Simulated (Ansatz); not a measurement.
Input file:

```yaml
crystal:
  periodic: [false, false, false]
  atoms:
    - {symbol: Ga, position_ang: [0.000000, 0.000000, 0.000000]}
    - {symbol: As, position_ang: [0.000000, 0.000000, 2.703500]}
basis:
  gaussian: {orbitals: cc-pVDZ, fitting: {mean_field: def2-universal-jkfit}}
total_charge: 1
magnetization: {spin_polarized: true, initial_magnetization: 3}
correlation: {method: ccsd_t, electrons: outside_noble_gas}
scf: {lower_state_search: off}
output: {forces: true}
```

```sh
$ ansatz run in.yaml --threads 1 --pin off --events-out ev --progress --plain --max-ram 2393MiB
```

Log:

```
these checks for a lower state are left out or cut short: starts, cluster_reference, orbital_swaps, neighbouring_geometries, increment
532 factors; integrals over basis functions are off by at most 5.8e-2 eV
mean field evaluation 1: about -113121.0543 eV, gradient 8.4e0 eV
mean field evaluation 2: about -113121.8937 eV, gradient 3.1e0 eV
mean field evaluation 4: about -113122.0186 eV, gradient 3.6e-1 eV
mean field evaluation 8: about -113122.0227 eV, gradient 1.3e-6 eV
mean field -113122.02273684 eV, -4157.1576587179 hartree, gradient 1.3e-6 eV, S^2 3.784197; 0 other end points of the search recorded, 0 dependent functions left out
28 core orbitals not correlated: weight in the atoms' cores, before any rotation towards them, 0.999 or more for the frozen orbitals, at most 0.000 for the correlated occupied ones
reference -113122.02273684 eV, -4157.1576587179 hartree; 5, 2 occupied and 21, 24 virtual orbitals, 532 factors
second order -2.32279677 eV of doubles, -0.00000000 eV of singles
cycle   1  -2.82561433 eV  change   -5.0e-1 eV  update   6.8e-2
cycle   2  -3.03328826 eV  change   -2.1e-1 eV  update   2.9e-2
cycle   3  -3.05147875 eV  change   -1.8e-2 eV  update   1.0e-2
cycle   4  -3.05265221 eV  change   -1.2e-3 eV  update   3.2e-3
cycle   5  -3.05298817 eV  change   -3.4e-4 eV  update   1.5e-3
cycle   6  -3.05273689 eV  change    2.5e-4 eV  update   6.1e-4
cycle   7  -3.05293285 eV  change   -2.0e-4 eV  update   2.4e-4
cycle   8  -3.05289334 eV  change    4.0e-5 eV  update   9.4e-5
cycle   9  -3.05284903 eV  change    4.4e-5 eV  update   3.1e-5
cycle  10  -3.05286533 eV  change   -1.6e-5 eV  update   1.1e-5
cycle  11  -3.05286628 eV  change   -9.6e-7 eV  update   4.6e-6
cycle  12  -3.05286521 eV  change    1.1e-6 eV  update   1.6e-6
cycle  13  -3.05286428 eV  change    9.4e-7 eV  update   5.9e-7
perturbative correction -0.06531003 eV, -0.0024000993 hartree
the calculation of the forces begins
Total energy: -113125.14091115 eV, -4157.2722495101 hartree
Atom 0 at     0.000000     0.000000     0.000000 Å, force    -0.000000     0.000000    -0.423391 eV/Å
Atom 1 at     0.000000     0.000000     2.703500 Å, force     0.000000    -0.000000     0.423391 eV/Å
Dipole moment:    -0.000000    -0.000000    -0.574402 e Å
Checks for a lower state left out: starts, cluster_reference, orbital_swaps, neighbouring_geometries, increment
```

Forces (eV/Å):
```
Ga   0.000  0.000 -0.423
As   0.000  0.000  0.423
```

Ran on 1 thread of Arm Neoverse V1, shared host: 2 s wall, 0.17 GiB peak host memory.
